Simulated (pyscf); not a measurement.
Thermochemistry of product channels of `[SiH3][GeH3]` + `[Cl]` [doublet] on the doublet surface, in eV, from ωB97M-D3(BJ)/def2-TZVP energies (ideal gas, 1 atm, RRHO with modes under 100 cm⁻¹ raised to 100, one conformer, R ln 2 for rigid chiral ones). Structures and frequencies: ωB97X-D3(BJ)/def2-SVP in PySCF.

```
products                                                ΔE  ΔH(298 K)  ΔG(298 K)  ΔG(1200 K)
---------------------------------------------------  -----  ---------  ---------  ----------
`[SiH3][Cl]` + `[GeH2]` [singlet] + `[H]` [doublet]  +1.12      +0.89      +0.47       -0.77
`[Cl][SiH2][GeH3]` + `[H]` [doublet]                 -0.63      -0.76      -0.75       -0.80
`[SiH2]` [singlet] + `[Cl][GeH3]` + `[H]` [doublet]  +2.10      +1.85      +1.43       +0.17
`[SiH2][GeH3]` [doublet] + `[ClH]`                   -0.51      -0.56      -0.68       -1.05
`[SiH2]` [singlet] + `[GeH3]` [doublet] + `[ClH]`    +1.76      +1.59      +1.05       -0.49
`[SiH3][GeH][Cl]` [doublet] + `[H][H]`               -1.47      -1.55      -1.60       -1.83
`[SiH3]` [doublet] + `[Cl][GeH3]`                    -1.00      -1.05      -1.14       -1.34
`[SiH4]` + `[Cl][GeH2]` [doublet]                    -1.43      -1.46      -1.55       -1.73
`[SiH2][Cl]` [doublet] + `[GeH4]`                    -1.25      -1.29      -1.38       -1.55
```

The channel to H₃Si–Cl + GeH₂ [singlet] + H• turns favourable between 298 and 1200 K (ΔG from +0.47 eV to -0.77 eV). The channel to SiH₂ [singlet] + GeH₃• + HCl turns favourable between 298 and 1200 K (ΔG from +1.05 eV to -0.49 eV).

These are energies of the channels, which say nothing of barriers. Left out: orbital degeneracy and the spin-orbit lowering of Cl. Elements up to Kr have no core potential and no relativistic terms here.
